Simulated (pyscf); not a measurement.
Thermochemistry of product channels of GeH₃• + Cl–SiH₂–Cl on the doublet surface, in kcal/mol, from ωB97M-D3(BJ)/def2-TZVP energies (ideal gas, 1 atm, RRHO with modes under 100 cm⁻¹ raised to 100, one conformer, R ln 2 for rigid chiral ones). Structures and frequencies: ωB97X-D3(BJ)/def2-SVP in PySCF.

```tsv
products	ΔE	ΔH(298 K)	ΔG(298 K)	ΔG(900 K)
Cl–SiH(Cl)–GeH₂• + H₂	+0.1	-1.0	+0.3	+0.9
Cl–Si•(Cl)–GeH₃ + H₂	?	+5.3	+6.4	?
GeH₄ + Cl• + :HSi–Cl [singlet]	?	+84.2	+76.2	+60.2
GeH₂ [singlet] + H₂ + Cl–SiH•–Cl	+50.7	+47.1	+37.7	+17.9
```

What belongs in the gaps?


- Cl–Si•(Cl)–GeH₃ + H₂, ΔE: +6.3
- Cl–Si•(Cl)–GeH₃ + H₂, ΔG(900 K): +6.6
- GeH₄ + Cl• + :HSi–Cl [singlet], ΔE: +85.4

These are energies of the channels, which say nothing of barriers. Left out: orbital degeneracy and the spin-orbit lowering of Cl. Elements up to Kr have no core potential and no relativistic terms here.
